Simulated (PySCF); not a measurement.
Rock-salt LiF: correlation energy from several methods in one and the same small orbital space (PySCF; 2 atoms at the zone centre, 8 electrons in 19 orbitals, empty ones MP2 natural orbitals of a TZ basis, lattice constant set to 3.90541 Å). Its volume lies 9 % below that of the crystal's usual cell. It tests the methods against each other and lies far from the crystal's limit.

Full CI gives -2.9285 eV per atom.

### Question
What share of it do MP2, CCSD, CCSD(T), CCSDT, CCSDT(Q) recover?

### Answer
MP2 92.6 %; CCSD 99.1 %; CCSD(T) 99.8 %; CCSDT 99.9 %; CCSDT(Q) 100.0 %.

| method | E_corr (eV per atom) | share of full CI (%) | error (meV) |
|---|---|---|---|
| MP2 | -2.7123 | 92.6 | 216 |
| CCSD | -2.9016 | 99.1 | 27 |
| CCSD(T) | -2.9226 | 99.8 | 6 |
| CCSDT | -2.9246 | 99.9 | 4 |
| CCSDT(Q) | -2.9285 | 100.0 | 0 |
| full CI | -2.9285 | 100.0 | 0 |

The Hartree–Fock determinant has a weight of 0.96 in the full CI state.

MP2, (T) and (Q) use filled levels shifted down by the Madelung term, which in so small a cell is a large part of the gap, so these rows hang on it.
